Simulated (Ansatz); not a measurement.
Predict the output of the script below (Ansatz 0.2.0 through its Python package).

`run_composite.py`
```python
"""A composite energy for CH4OSi: DFT geometry, MP2 basis limit, coupled-cluster correction."""

import itertools

import ansatz as az
from ase.data import atomic_numbers, covalent_radii
import numpy as np

geometry_ang = [
    ("C", (-0.6779, 0.4529, -0.2995)),
    ("Si", (1.0462, 0.0809, -0.5784)),
    ("O", (1.5327, -1.2015, 0.3228)),
    ("H", (-1.2992, -0.3359, -0.5722)),
    ("H", (-1.029, 1.342, -0.9454)),
    ("H", (-0.9206, 0.7742, 0.7324)),
    ("H", (1.4092, -1.1806, 1.2947)),
]
mol = az.Crystal.molecule()
for symbol, xyz in geometry_ang:
    mol = mol.atom(symbol, xyz)

job = mol.calculation()
job = job.basis(gaussian="def2-SVP")
job = job.functional("r2scan", dispersion="d3bj")
symbols = [site.symbol for site in mol.cartesian_sites]
start = np.array([site.position_ang for site in mol.cartesian_sites], dtype=float)
rep = job.relax(force_tolerance=0.01, max_steps=100).run(threads=1, pin="off").report
end = np.array(rep["positions_ang"])
# pairs closer than 1.2 times the sum of covalent radii, before or after
radius = [covalent_radii[atomic_numbers[s]] for s in symbols]
span = lambda where, i, j: np.linalg.norm(where[i] - where[j])
bonded = [(i, j) for i, j in itertools.combinations(range(len(symbols)), 2) if min(span(start, i, j), span(end, i, j)) < 1.2 * (radius[i] + radius[j])]
print("pair        before    after (A)")
for i, j in bonded:
    print(f"{symbols[i]}{i}-{symbols[j]}{j}".ljust(10), f"{span(start, i, j):8.4f} {span(end, i, j):8.4f}")
for first, second in list(itertools.combinations(bonded, 2)):
    shared = set(first) & set(second)
    if shared and symbols[(j := shared.pop())] != "H":
        i, k = sorted((set(first) | set(second)) - {j})
        u, v = end[i] - end[j], end[k] - end[j]
        angle = np.degrees(np.arccos(np.clip(u @ v / np.linalg.norm(u) / np.linalg.norm(v), -1, 1)))
        print(f"final angle {symbols[i]}{i}-{symbols[j]}{j}-{symbols[k]}{k}: {angle:.2f} deg")

minimum = az.Crystal.molecule()
for symbol, place in zip(symbols, end):
    minimum = minimum.atom(symbol, place.tolist())
at_minimum = minimum.calculation()
# MP2 extrapolated to the basis limit, plus the small-basis difference CCSD(T) - MP2
level = lambda method, basis: at_minimum.basis(gaussian=basis).correlation(method).run(threads=1, pin="off").report
small, large, cluster = level("mp2", "cc-pVDZ"), level("mp2", "cc-pVTZ"), level("ccsd_t", "cc-pVDZ")
corr = lambda each: (each["free_energy_ev"] - each["reference_energy_ev"]) / 27.211386246
mp2_limit = (27 * corr(large) - 8 * corr(small)) / 19
pieces = {"HF / cc-pVTZ": large["reference_energy_ev"] / 27.211386246, "MP2 correlation, DZ-TZ limit": mp2_limit, "CCSD(T) - MP2 / cc-pVDZ": corr(cluster) - corr(small)}
for name, value in pieces.items():
    print(f"{name:32s} {value:14.6f} Ha")
print(f"{'sum':32s} {sum(pieces.values()):14.6f} Ha")
print("T1 diagnostic", round(cluster["correlation"]["coupled_cluster"]["t1_diagnostic"], 4))
```

```console
$ python run_composite.py
DeckWarning: the engine holds no damping parameters fitted to this dispersion correction and functional, so the run takes those fitted to r2scan beside the three-body term, which d3bj leaves out (hamiltonian.dispersion, under Limitations)
pair        before    after (A)
C0-Si1       1.7857   1.9184
C0-H3        1.0405   1.1078
C0-H4        1.1537   1.1018
C0-H5        1.1077   1.1064
Si1-O2       1.6412   1.6775
O2-H6        0.9799   0.9690
final angle Si1-C0-H3: 109.30 deg
final angle Si1-C0-H4: 113.19 deg
final angle Si1-C0-H5: 111.91 deg
final angle C0-Si1-O2: 99.61 deg
final angle H3-C0-H4: 107.24 deg
final angle H3-C0-H5: 106.86 deg
final angle H4-C0-H5: 108.05 deg
final angle Si1-O2-H6: 118.20 deg
HF / cc-pVTZ                        -404.055104 Ha
MP2 correlation, DZ-TZ limit          -0.571179 Ha
CCSD(T) - MP2 / cc-pVDZ               -0.047447 Ha
sum                                 -404.673730 Ha
T1 diagnostic 0.0152
```
(Warnings from the package without file and line.)

Reading the output:
- These settings explore the input space; basis and method may be short of convergence.
- The sum leaves out core correlation, relativity, the Hartree-Fock basis error and zero-point energy; a DZ-TZ extrapolation is rough.
- Inner cores stay frozen, so this is valence correlation.
- For Al to Cl the sets with a tight d function, cc-pV(X+d)Z, are usual.
- An extrapolation from small basis sets is rough.
- A dispersion term here runs with damping parameters fitted for another variant or functional.
- Finished in 32 s on 1 thread of Arm Neoverse V1, with other jobs on the host, peak memory 0.31 GiB.

(A comment or docstring line of the script was reworded after the run, the code is as it ran; lines on the test bed's own set-up are left out of the output.)
